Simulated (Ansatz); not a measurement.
Reaction (SMILES): C=CF → C=[C-]F + H+
B3LYP-D3(BJ)/def2-TZVP geometries, fixed; electronic energies without zero-point terms.
Largest species:
```
C
C 1 1.3174
F 1 1.3475 2 122.16
H 2 1.0798 1 119.40 3 180.00
H 2 1.0810 4 119.01 1 180.00
H 1 1.0823 2 126.09 4 0.00
```

The deprotonation energy at CCSD(T) with Ansatz (a first-principles code), in kcal/mol, split into its Hartree-Fock and correlation parts. Cores are frozen. The proton leaves the site shown, which need not be the most acidic. No added dispersion term, no relativity. Functions are those of the species that has most. These sets lack the diffuse functions that anions need.

```json
[
 {"basis": "cc-pVDZ", "X": "2", "functions": "57", "Hartree-Fock": "412.49", "CCSD(T)": "413.89"},
 {"basis": "cc-pVTZ", "X": "3", "functions": "132", "Hartree-Fock": "410.02", "CCSD(T)": "407.32"},
 {"basis": "cc-pVQZ", "X": "4", "functions": "255", "Hartree-Fock": "407.76", "CCSD(T)": "403.04"}
]
```

Worked estimate of the basis-set limit from each neighbouring pair, with Hartree-Fock from the larger set and the correlation part extrapolated as X^-3.
Correlation parts: X = 2: 1.40, X = 3: -2.70, X = 4: -4.72.
- (2,3): (27·(-2.70) - 8·(1.40))/19 = -4.43; with Hartree-Fock 410.02 the estimate is 405.59 kcal/mol.
- (3,4): (64·(-4.72) - 27·(-2.70))/37 = -6.19; with Hartree-Fock 407.76 the estimate is 401.57 kcal/mol.
The last two estimates differ by 4.03 kcal/mol; the largest set lies 1.47 from the last. Over the last step Hartree-Fock moves by -2.26 and the correlation part by -2.02.
